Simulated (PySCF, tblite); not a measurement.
Breaking a bond: C2H3F, SMILES C=CF, singlet. The C2–F6 bond (C2 also carries C, H; F6 carries nothing else) is varied alone, starting from the PBE0/def2-TZVP optimised geometry. Each curve is given relative to its own lowest point near equilibrium.

```
R / Å      A      B      C      D
-----  -----  -----  -----  -----
1.07   2.699  3.011  2.957  3.230
1.13   1.386  1.604  1.568  1.741
1.20   0.515  0.632  0.611  0.704
1.24   0.239  0.309  0.296  0.356
1.31   0.019  0.033  0.029  0.046
1.34   0.000  0.000  0.000  0.002
1.37   0.015  0.006  0.010  0.000
1.42   0.099  0.087  0.096  0.069
1.49   0.304  0.308  0.325  0.280
1.56   0.572  0.612  0.637  0.579
1.64   0.919  1.019  1.052  0.983
1.82   1.737  2.018  2.072  1.985
1.99   2.463  2.942  3.016  2.918
2.23   3.323  4.095  4.130  4.087
2.39   3.767  4.749  4.594  4.750
2.70   4.355  5.769  5.127  5.780
2.92   4.603  6.309  5.333  6.322
3.30   4.817  6.905  5.507  6.919
3.63       —  7.120  5.563  7.130
3.98       —  7.108  5.586  7.105
4.68       —      —  5.598  6.557
```

Energies in eV.

Which curve belongs to which method? The methods are GFN2-xTB, 300 K electronic temperature in tblite 0.5.0; MP2 on RHF/cc-pVDZ, 3 core orbitals frozen run with PySCF; restricted MP2 (frozen core)/6-31G*, spherical d run with PySCF; unrestricted wB97X-V/cc-pVDZ (PySCF).

A is GFN2-xTB; B is RMP2; C is UKS-wB97X-V; D is RMP2/6-31G*.

A dash means that the run gave no value there, or that the column was ended at a point which the program doubted or which failed a test of continuity chosen for this set; such a test can also cut sound points.

The unrestricted determinant behind UKS-wB97X-V is spin-contaminated at 2.23 to 4.68 Å (<S²> up to 1.0, against 0.00 for a pure singlet). The restricted form behind RMP2, RMP2/6-31G* keeps the bonding electrons paired and can't separate into open-shell fragments. The T1 diagnostic of CCSD on the restricted reference of RMP2 exceeds 0.045 at 2.39 to 4.68 Å.
